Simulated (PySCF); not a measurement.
SiH4S2, closed shell: at the start structure of a reaction step.

run.py

```python
import json, numpy as np
from pyscf import gto, scf, dft, mp, cc
EV, BOHR = 27.211386245988, 0.529177210903
mol = gto.M(atom="""
Si -0.230252 -0.364074 0.434639
S 1.718699 -0.626645 -0.387142
S -1.302864 1.282821 -0.389782
H -1.201802 0.849868 -1.658255
H -0.893178 -1.664104 0.175744
H -0.201536 -0.065597 1.886006
H 2.128530 0.616536 -0.082684
""", basis="def2-tzvpp", charge=0, spin=0, max_memory=8670, verbose=0)
def mean_field(mol, dm=None):
    mf = dft.RKS(mol, xc="b3lypg").density_fit()
    mf.conv_tol = 1e-9; mf.grids.level = 4
    mf.kernel(dm0=dm)
    if not mf.converged: mf = mf.newton().run(mf.mo_coeff, mf.mo_occ)
    assert mf.converged
    return mf
def d4(mol):
    from pyscf.dispersion.dftd4 import DFTD4Dispersion
    real = gto.M(atom=[(mol.atom_pure_symbol(i), mol.atom_coord(i)) for i in range(7)], unit='B', charge=mol.charge, spin=None, basis='def2-svp', verbose=0)
    r = DFTD4Dispersion(real, xc="b3lyp", atm=True).get_dispersion(grad=True); return r["energy"], r["gradient"]
def energy_and_gradient(mol, dm=None):
    mf = mean_field(mol, dm); e, g = d4(mol)
    return mf, (mf.e_tot + e) * EV, (mf.nuc_grad_method().kernel()[:7] + g) * EV / BOHR
out = {}
mf = mean_field(mol); e = d4(mol)[0]
out.update(energy=(mf.e_tot + e) * EV, converged=True, dispersion=e * EV)
out['s2'] = mf.spin_square()[0]; out['nelec'] = mol.nelec
print(f"Total energy {out['energy']:.6f} eV, <S^2> {out['s2']:.4f}")
json.dump(out, open("out.json", "w"), default=float)
```

Command:

```bash
OMP_NUM_THREADS=4 python run.py
```

It printed (PySCF 2.14):

```
Total energy -29618.040729 eV, <S^2> 0.0000
```

Hardware: 4 CPU threads of an Arm Neoverse V1, shared host. Wall time 7.8 s; peak host memory 0.68 GiB.
